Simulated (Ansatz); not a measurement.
# AlSiH (triplet): correlated methods under varied settings

What do other methods and options give for AlSiH (triplet) at this geometry, and how long do they take?

Method: the settings change from run to run; program: Ansatz 0.2.0, Gaussian basis.

19 further runs of the same task are left out: 1 for a mislabelled method, 6 that didn't finish, 12 set aside as unsound or not needed.

## (1) The geometry

The geometry is a PBE0/def2-TZVP stationary point (not a proven minimum) of the parent state, kept for this charge and spin.

3 atoms, charge 0, spin multiplicity 3.

Atoms are counted from 1 here; the program's logs count them from 0.

Bond lengths: Si1–Al2 2.647 Å, Si1–H3 1.545 Å. Angles: Al2–Si1–H3 78.2°.

## (2) HF/cc-pVDZ

File in.yaml:

```yaml
crystal:
  periodic: [false, false, false]
  atoms:
    - {symbol: Si, position_ang: [0.000000, -0.066010, 1.277710]}
    - {symbol: Al, position_ang: [0.000000, 0.014356, -1.367591]}
    - {symbol: H, position_ang: [0.000000, 1.455013, 1.006599]}
basis:
  gaussian: {orbitals: cc-pVDZ}
magnetization: {spin_polarized: false, initial_magnetization: 2}
hamiltonian: {xc: hf}
accuracy: high
output: {orbitals: {seedname: orbitals}}
```

Launch:

```sh
> ansatz run in.yaml --threads 1 --pin off --events-out ev --progress --plain --max-ram 2393MiB
```

Output:

```text
Functional definition: HF
  name "HF"
  cite "Fock, Z. Phys. 61, 126 (1930) doi:10.1007/BF01340294"
  parent pbe
  exchange = exact_x
  correlation = 0
847 factors; integrals over basis functions are off by at most 3.2e-9 eV
mean field evaluation 1: about -14458.1089 eV, gradient 7.0e0 eV
mean field evaluation 2: about -14458.1126 eV, gradient 7.0e0 eV
mean field evaluation 4: about -14458.6810 eV, gradient 1.2e0 eV
mean field evaluation 8: about -14458.7117 eV, gradient 1.4e-2 eV
mean field evaluation 16: about -14458.7117 eV, gradient 1.7e-8 eV
mean field evaluation 32: about -14456.0943 eV, gradient 3.4e0 eV
mean field -14458.71170949 eV, -531.3478548571 hartree, gradient 1.8e-8 eV, S^2 2.000000; 0 other end points of the search recorded, 0 dependent functions left out
reference -14458.71170949 eV, -531.3478548571 hartree; 15, 13 occupied and 26, 28 virtual orbitals, 847 factors
Total energy: -14458.71170949 eV, -531.3478548571 hartree
```

Run time: 0.6 s. Hardware: 1 thread of Intel Xeon 6975P-C, shared host.

## (3) MRCISD+Q(relaxed)(2,3)/6-31G

Changes to in.yaml since step 2:

```diff
@@ -7,6 +7,5 @@
 basis:
-  gaussian: {orbitals: cc-pVDZ}
+  gaussian: {orbitals: 6-31G}
 magnetization: {spin_polarized: false, initial_magnetization: 2}
-hamiltonian: {xc: hf}
+correlation: {method: fic_mrcisd_q_relaxed, electrons: valence, active_space: {window: {electrons: 2, orbitals: 3}}}
 accuracy: high
-output: {orbitals: {seedname: orbitals}}
```

Same command.

Output, cut to the lines that bear on the results:

```text
Functional definition: HF
  name "HF"
  cite "Fock, Z. Phys. 61, 126 (1930) doi:10.1007/BF01340294"
  parent pbe
[...]
587 factors; integrals over basis functions are off by at most 4.4e-9 eV
[...]
mean field -14457.08614215 eV, -531.2881163590 hartree, gradient 2.7e-8 eV, S^2 2.000000; 2 other end points of the search recorded, 0 dependent functions left out
reference -14457.08614215 eV, -531.2881163590 hartree; 15, 13 occupied and 13, 15 virtual orbitals, 587 factors
state -14457.08614215 eV, -531.2881163590 hartree
contracted CI cycle   1: correlation 0.00000000 eV, 0.0000000000 hartree, residual 8.17e0 eV
contracted CI cycle   2: correlation -2.19514118 eV, -0.0806699503 hartree, residual 1.79e0 eV
contracted CI cycle   3: correlation -2.34884863 eV, -0.0863185951 hartree, residual 6.67e-1 eV
contracted CI cycle   4: correlation -2.36946019 eV, -0.0870760558 hartree, residual 2.61e-1 eV
[...]
contracted CI cycle   8: correlation -2.37478475 eV, -0.0872717300 hartree, residual 8.44e-3 eV
contracted CI cycle   9: correlation -2.37478845 eV, -0.0872718657 hartree, residual 3.58e-3 eV
contracted CI cycle  10: correlation -2.37478912 eV, -0.0872718904 hartree, residual 1.44e-3 eV
contracted CI cycle  11: correlation -2.37478923 eV, -0.0872718946 hartree, residual 6.54e-4 eV
contracted CI cycle  12: correlation -2.37478925 eV, -0.0872718954 hartree, residual 2.74e-4 eV
contracted CI cycle  13: correlation -2.37478926 eV, -0.0872718955 hartree, residual 9.46e-5 eV
contracted CI cycle  14: correlation -2.37478926 eV, -0.0872718955 hartree, residual 3.10e-5 eV
contracted CI cycle  15: correlation -2.37478926 eV, -0.0872718955 hartree, residual 1.04e-5 eV
contracted CI cycle  16: correlation -2.37478926 eV, -0.0872718955 hartree, residual 3.51e-6 eV
state -14457.08614215 eV, -531.2881163590 hartree; corrected -14459.74551982 eV, -531.3858466860 hartree
WARN: 1 active orbitals are nearly empty or full. The corrections depend on them more than the energy does, and are more stable in an active space without them
Total energy: -14459.74551982 eV, -531.3858466860 hartree
```

Run time: 0.87 s. Hardware: 1 thread of Intel Xeon 6975P-C, shared host.

From the report: 4 determinants; active occupations 1.00, 1.00, 0.00. The report marks this result as in doubt.

## (4) CCSDTQ on UHF/STO-3G

File in.yaml:

```yaml
crystal:
  periodic: [false, false, false]
  atoms:
    - {symbol: Si, position_ang: [0.000000, -0.066010, 1.277710]}
    - {symbol: Al, position_ang: [0.000000, 0.014356, -1.367591]}
    - {symbol: H, position_ang: [0.000000, 1.455013, 1.006599]}
basis:
  gaussian: {orbitals: STO-3G}
magnetization: {spin_polarized: true, initial_magnetization: 2}
correlation: {method: ccsdtq, electrons: outside_noble_gas}
```

The command is unchanged.

Output, cut to the lines that bear on the results:

```text
Functional definition: HF
  name "HF"
  cite "Fock, Z. Phys. 61, 126 (1930) doi:10.1007/BF01340294"
  parent pbe
[...]
304 factors; integrals over basis functions are off by at most 2.7e-8 eV
[...]
mean field -14286.53827078 eV, -525.0205976876 hartree, gradient 6.3e-6 eV, S^2 2.030406; 2 other end points of the search recorded, 0 dependent functions left out
determinant -14286.53827078 eV, -525.0205976876 hartree, with singles and doubles -14288.35175437 eV, -525.0872419805 hartree
determinant -14283.95907354 eV, -524.9258139374 hartree, with singles and doubles -14285.69585779 eV, -524.9896395815 hartree
determinant -14283.85749861 eV, -524.9220811276 hartree, with singles and doubles -14285.58013347 eV, -524.9853867911 hartree
10 core orbitals not correlated: weight in the atoms' cores, before any rotation towards them, 1.000 or more for the frozen orbitals, at most 0.000 for the correlated occupied ones
reference -14286.53827078 eV, -525.0205976876 hartree; 5, 3 occupied and 4, 6 virtual orbitals, 304 factors
second order -1.10085359 eV of doubles, -0.00000000 eV of singles
cycle   1  -1.48399685 eV  change   -3.8e-1 eV  update   7.9e-2
[...]
cycle  20  -1.86731839 eV  change    9.6e-7 eV  update   8.7e-7
Total energy: -14288.40558917 eV, -525.0892203727 hartree
```

Run time: 6.5 s. Hardware: 1 thread of Intel Xeon 6975P-C, shared host.

From the report: ⟨S²⟩ of the determinant 2.030 (pure triplet: 2.00); correlation -1.8673 eV; T1 0.036; largest double amplitude 0.11.

## (5) CCSDT(Q)/B/cc-pVDZ

Changes to in.yaml since step 4:

```diff
@@ -7,4 +7,6 @@
 basis:
-  gaussian: {orbitals: STO-3G}
+  gaussian: {orbitals: cc-pVDZ}
 magnetization: {spin_polarized: true, initial_magnetization: 2}
-correlation: {method: ccsdtq, electrons: outside_noble_gas}
+hamiltonian: {xc: {name: PBE0}}
+correlation: {method: ccsdt_q_b, electrons: outside_noble_gas}
+output: {forces: true}
```

Launched as before.

Output, cut to the lines that bear on the results:

```text
Functional definition: PBE0
  name "PBE0"
  cite "Adamo & Barone, J. Chem. Phys. 110, 6158 (1999) doi:10.1063/1.478522"
  cite "Perdew, Burke & Ernzerhof, Phys. Rev. Lett. 77, 3865 (1996) doi:10.1103/PhysRevLett.77.3865"
  parent pbe
[...]
780 factors; integrals over basis functions are off by at most 1.8e-7 eV
[...]
mean field -14481.60492331 eV, -532.1891649471 hartree, gradient 7.9e-6 eV, S^2 2.012746; 0 other end points of the search recorded, 0 dependent functions left out
10 core orbitals not correlated: weight in the atoms' cores, before any rotation towards them, 1.000 or more for the frozen orbitals, at most 0.000 for the correlated occupied ones
reference -14458.63718220 eV, -531.3451160295 hartree; 5, 3 occupied and 26, 28 virtual orbitals, 780 factors
second order -3.39693955 eV of doubles, -0.12776175 eV of singles
cycle   1  -4.03064573 eV  change   -5.1e-1 eV  update   9.1e-2
[...]
cycle  19  -4.51119896 eV  change   -3.2e-7 eV  update   7.3e-7
perturbative correction -0.01338349 eV, -0.0004918340 hartree
[...]
Total energy: -14463.16176465 eV, -531.5113913676 hartree
Atom 0 at     0.000000    -0.066010     1.277710 Å, force     0.000000    -0.175615    -0.824419 eV/Å
Atom 1 at     0.000000     0.014356    -1.367591 Å, force    -0.000000    -0.011192     0.885013 eV/Å
Atom 2 at     0.000000     1.455013     1.006599 Å, force    -0.000000     0.186807    -0.060593 eV/Å
Dipole moment:     0.000000    -0.020389    -0.428634 e Å
```

Run time: 37 s. Hardware: 1 thread of Intel Xeon 6975P-C, shared host; peak memory 0.66 GiB.

From the report: ⟨S²⟩ of the determinant 2.013 (pure triplet: 2.00); correlation -4.5246 eV; T1 0.012; largest double amplitude 0.09. The orbitals are Kohn-Sham ones, so correlation energy and T1 don't compare with those on Hartree-Fock orbitals.

## (6) The runs in one table

 † marks a result that the program doubts.

```csv
level,correlated,functions,energy (eV),time
HF/cc-pVDZ,,41,-14458.7117,0.6 s
"MRCISD+Q(relaxed)(2,3)/6-31G †",valence,28,-14459.7455,0.87 s
CCSDTQ on UHF/STO-3G,outside noble gas,19,-14288.4056,6.5 s
CCSDT(Q)/B/cc-pVDZ (on PBE0 orbitals),outside noble gas,41,-14463.1618,37 s
```

## (7) What came out

| quantity | value |
| --- | --- |
| runs | 4 |
| quickest | HF/cc-pVDZ, 0.6 s |
| slowest | CCSDT(Q)/B/cc-pVDZ (on PBE0 orbitals), 37 s |

**Reading.** Total energies in different bases, with other cores or another treatment of relativity can't be set against each other. CCSDT(Q)/B/cc-pVDZ (on PBE0 orbitals) took 61 times as long as HF/cc-pVDZ; the jobs differ in more than the method.
